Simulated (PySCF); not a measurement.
# H2N, SMILES `[NH2]` (charge 0, multiplicity 2)

These are TPSSh-D3(BJ)/def2-TZVP // BP86-D3(BJ)/def2-SVP (PySCF 2.14.0) values and carry that method's errors.

The highest occupied spin orbital is -7.97 eV and the dipole moment is 1.93 D. The total energy is -55.9039 Ha and the cost comes out as very roughly 13 core-seconds.

Bonded distances (Å): N1–H2 1.048, N1–H3 1.048. Bond angles (°): H2–N1–H3 100.2.
Charge 0, spin multiplicity 2.
